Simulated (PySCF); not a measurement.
# UCCSD(T)/6-31G run of PH2 (SMILES [PH2])

Aim: the energy change on altering one bond length of PH2 at UCCSD(T)/6-31G, from 2 runs. Input form: a Python script.

The calculation is run with PySCF 2.14.0.

13 further runs of the same task are left out: 2 that didn't finish, 11 set aside as unsound or not needed.

## Step 1: The molecule

PH2 has 3 atoms, charge 0, and is taken as a doublet. SMILES: `[PH2]`. The coordinates come from a GFN2-xTB relaxation.

Bond lengths: P1–H2 1.392 Å, P1–H3 1.392 Å. Angles: H2–P1–H3 91.4°.

## Step 2: A single-point energy at UCCSD(T)/6-31G

Contents of calc.py:

```python
from pyscf import gto, cc

molecule = gto.M(
    atom='P 0.514470 -0.302750 0.252680; H 0.111510 1.027360 0.172420; H -0.625980 -0.724620 -0.425100',
    basis='6-31g',
    verbose=4,
    spin=1,
    max_memory=1860,
)

mf = molecule.UHF()
mf.conv_tol = 1e-10
mf.kernel()
if not mf.converged:
    mf = mf.newton().run(mf.mo_coeff, mf.mo_occ)

mycc = cc.CCSD(mf, frozen=5)
mycc.kernel()
e_t = mycc.ccsd_t()
energy = mycc.e_tot + e_t
print(f'total energy: {energy:.8f} hartree')
```

Started as:

```bash
$ OMP_NUM_THREADS=1 python calc.py
```

Standard output:

```text
PySCF version 2.14.0

[INPUT] num. atoms = 3
[INPUT] num. electrons = 17
[INPUT] charge = 0
[INPUT] spin (= nelec alpha-beta = 2S) = 1
[INPUT] symmetry False subgroup None
[INPUT] Mole.unit = angstrom
[INPUT] Symbol           X                Y                Z      unit          X                Y                Z       unit  Magmom
[INPUT]  1 P      0.514470000000  -0.302750000000   0.252680000000 AA    0.972207399305  -0.572114584212   0.477495997155 Bohr   0.0
[INPUT]  2 H      0.111510000000   1.027360000000   0.172420000000 AA    0.210723360150   1.941429031333   0.325826578398 Bohr   0.0
[INPUT]  3 H     -0.625980000000  -0.724620000000  -0.425100000000 AA   -1.182930759455  -1.369333344382  -0.803322575553 Bohr   0.0

nuclear repulsion = 11.6692711396351
number of shells = 11
number of NR pGTOs = 54
number of NR cGTOs = 17
basis = 6-31g
ecp = {}

[... 61 lines left out ...]
converged SCF energy = -341.809554959783  <S^2> = 0.75716321  2S+1 = 2.0071504
[... 12 lines left out ...]
Init t2, MP2 energy = -0.046248941923763
[... 12 lines left out ...]
UCCSD converged
[... 2 lines left out ...]
total energy: -341.87291174 hartree
```

Run time: 0.72 s. Hardware: 1 thread of Intel Xeon Platinum 8488C (Sapphire Rapids), shared host; peak memory 0.12 GiB.

## Step 3: The distorted shape, same level

Contents of input.xyz:

```xyz
3
H2P
P      1.084717    -0.091807     0.591583
H      0.681757     1.238303     0.511323
H     -0.625980    -0.724620    -0.425100
```

Contents of run.py:

```python
from pyscf import gto, scf, cc

molecule = gto.Mole()
molecule.atom = 'input.xyz'
molecule.verbose = 3
molecule.basis = '6-31g'
molecule.charge = 0
molecule.spin = 1
molecule.max_memory = 1860
molecule.build()

mf = scf.UHF(molecule)
mf.conv_tol = 1e-10
mf.kernel()
if not mf.converged:
    mf = mf.newton().run(mf.mo_coeff, mf.mo_occ)

mycc = cc.CCSD(mf, frozen=5)
mycc.kernel()
e_t = mycc.ccsd_t()
energy = mycc.e_tot + e_t
print(f'total energy: {energy:.8f} hartree')
```

Started as:

```bash
$ OMP_NUM_THREADS=1 python run.py
```

Standard output:

```text
converged SCF energy = -341.742010313717  <S^2> = 0.80504083  2S+1 = 2.0543036
E(UCCSD) = -341.828455866394  E_corr = -0.08644555267719388
UCCSD(T) correction = -0.00115124724007299
total energy: -341.82960711 hartree
```

It took 0.66 s on 1 thread of Intel Xeon Platinum 8488C (Sapphire Rapids), shared host; peak memory 0.1 GiB.

## Step 4: Results

Level: UCCSD(T)/6-31G, 5 core orbitals frozen.

| quantity | value |
| --- | --- |
| first shape: total energy | -341.87291 Eh |
| first shape: dipole moment (Hartree–Fock density) | 1.25 D |
| first shape: HOMO energy (Hartree–Fock orbitals) (highest over α and β) | -10.28 eV |
| first shape: LUMO energy (Hartree–Fock orbitals) (lowest over α and β) | 0.83 eV |
| first shape: correlation energy (5 core orbitals frozen) | -63.4 mEh |
| first shape: (T) correction | -0.50 mEh |
| first shape: ⟨S²⟩ of the reference determinant | 0.757 |
| first shape: T1 diagnostic | 0.007 |
| distorted shape: total energy | -341.82961 Eh |
| distorted shape: dipole moment (Hartree–Fock density) | 1.10 D |
| distorted shape: HOMO energy (Hartree–Fock orbitals) (highest over α and β) | -10.09 eV |
| distorted shape: LUMO energy (Hartree–Fock orbitals) (lowest over α and β) | 0.50 eV |
| distorted shape: correlation energy (5 core orbitals frozen) | -87.6 mEh |
| distorted shape: (T) correction | -1.15 mEh |
| distorted shape: ⟨S²⟩ of the reference determinant | 0.805 |
| distorted shape: T1 diagnostic | 0.054 |
| energy change with the P1–H3 bond stretched from 1.392 to 2.088 Å | 1.178 eV |

**Reading.** With the P1–H3 bond stretched from 1.392 to 2.088 Å the energy rises by 1.18 eV (27 kcal/mol). The first shape isn't relaxed at this level, so the change isn't measured from a minimum. The triples (first shape) make up 0.8 % of the correlation energy. The T1 diagnostic (distorted shape) of 0.054 is above the customary mark for such species, so a single reference may not serve. The triples (distorted shape) make up 1.3 % of the correlation energy.
